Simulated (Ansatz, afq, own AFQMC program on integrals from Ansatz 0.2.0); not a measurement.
Integrals from Ansatz 0.2.0, then the random walk in our own AFQMC program (afq).

```yaml
crystal:
  periodic: [false, false, false]
  atoms:
    - {symbol: B, position_ang: [0.000000, 0.000000, 0.752901]}
    - {symbol: B, position_ang: [0.000000, 0.000000, -1.009563]}
    - {symbol: H, position_ang: [0.000000, 1.023985, 1.376457]}
    - {symbol: H, position_ang: [0.000000, -1.023985, 1.376457]}
basis:
  gaussian: {orbitals: cc-pVDZ}
magnetization: {spin_polarized: true, initial_magnetization: 2}
correlation: {method: ccsd_t, electrons: outside_noble_gas, hamiltonian_folder: ham}
```

```sh
$ ansatz run in.yaml --threads 1 --pin off --events-out ev --progress --plain --max-ram 1382MiB
```

afq runs on the folder ham with

```
--method phaseless --trial cisd --walkers 60 --populations 1 --least-time 40 --time-step 0.005 --steps-per-block 50 --equilibration-blocks 28 --max-blocks 300 --target-error 0.00034 --factor-cut 1e-05 --start spin_pure --seed 6467 --release-times 0.24,0.51,0.99,1.62,2.4 --release-step 0.03 --release-every 4 --taylor-order 6
```

Times are imaginary, in 1/Eh. The walk had a cap of 932 s.

afq prints:

```
orbitals 36  electrons 5 3  factors 278 of 350
reference energy -50.38396857 Eh
CCSD correlation -0.15382213 Eh in 12 cycles, weight of the determinant in the CISD state 0.8858
energy of the start -50.537754 Eh
 block  time / (1/Eh)  mean weight  energy / Eh
     1     0.250  1.0004  -50.536443
     2     0.500  0.9989  -50.536714
     3     0.750  0.9994  -50.538938
     4     1.000  0.9982  -50.539843
     5     1.250  0.9998  -50.541969
     7     1.750  1.0005  -50.543382
     9     2.250  1.0010  -50.541497
    11     2.750  1.0007  -50.541188
    21     5.250  1.0005  -50.544438
    31     7.750  0.9992  -50.545403
    41    10.250  1.0004  -50.547300
    51    12.750  0.9998  -50.543960
    61    15.250  1.0001  -50.541660
    71    17.750  0.9998  -50.541443
    81    20.250  0.9992  -50.543563
    91    22.750  1.0026  -50.542127
   101    25.250  1.0018  -50.540756
   111    27.750  1.0014  -50.545139
   116    29.000  0.9987  -50.557641
   121    30.250  1.0019  -50.546763
   131    32.750  1.0032  -50.545932
   141    35.250  1.0015  -50.545722
   151    37.750  0.9995  -50.542653
   161    40.250  0.9998  -50.544454
   166    41.500  1.0016  -50.540362
   171    42.750  1.0013  -50.543096
   181    45.250  1.0016  -50.543981
   191    47.750  1.0007  -50.545862
   201    50.250  0.9985  -50.542349
   211    52.750  1.0002  -50.544357
   221    55.250  1.0005  -50.543300
   226    56.500  0.9989  -50.543178
blocks merged  error / Eh  count
     1  0.000191  200
     2  0.000240  100
     4  0.000266  50
     8  0.000304  25
    16  0.000299  12
released: time / (1/Eh)  energy / Eh  error  mean overlap
  0.24  -50.544265  0.000383  0.9970
  0.51  -50.544629  0.000362  0.9855
  0.99  -50.544643  0.000313  0.9870
  1.62  -50.544234  0.000346  1.0190
  2.40  -50.544452  0.000413  1.0163
energy -50.544007 +/- 0.000304 Eh
(rows thinned)
```

The run passed its tests (sampling time, drift between the halves within three errors, error under three times the target), which doesn't prove that it has relaxed.

Against this walk (error 8.3 meV) on the same determinant: CCSD(T) 40.6 meV higher, CCSDT(Q) 5.9 meV lower (within the noise). The error is statistical and leaves out the bias of the constraint. Released to 2.40 1/Eh the energy moves by -12 ± 14 meV (both errors), within twice the noise.

Cautions: constraint bias not in the error.

The walk took 4.6 min on 1 thread of Arm Neoverse V1, on a shared host. The log's last line is the phaseless energy.

CCSDT and higher add their correlation energy to the determinant of the CCSD(T) run, since their own runs factorise the integrals more tightly (a shift of under 2 meV). A walk keeps the symmetry of its determinant, which the program's search chose and which needn't be the lowest solution, so a lower state of the same spin and another symmetry isn't excluded.
